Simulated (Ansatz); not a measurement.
Input for Ansatz (development build ahead of 0.2.0):

```yaml
crystal:
  periodic: [false, false, false]
  atoms:
    - { symbol: C, position_ang: [0.0, 0.0, -0.616] }
    - { symbol: H, position_ang: [0.0, 0.0, 0.616] }
basis:
  gaussian: { orbitals: cc-pVTZ }
magnetization:
  initial_magnetization: 1
hamiltonian:
  xc: hf
correlation:
  method: bccd_t
  frozen_orbitals: { C: 1, H: 0 }
```

The input is written out in the form of the current development build from the run's settings. Correlation on restricted open-shell orbitals is semicanonical, with singles.

The run gave:

```yaml
Converged: yes
Reference_energy_starting_determinant: -38.26963 hartree
Correlation_energy: -0.13578 hartree
Total_energy: -38.40541 hartree
```
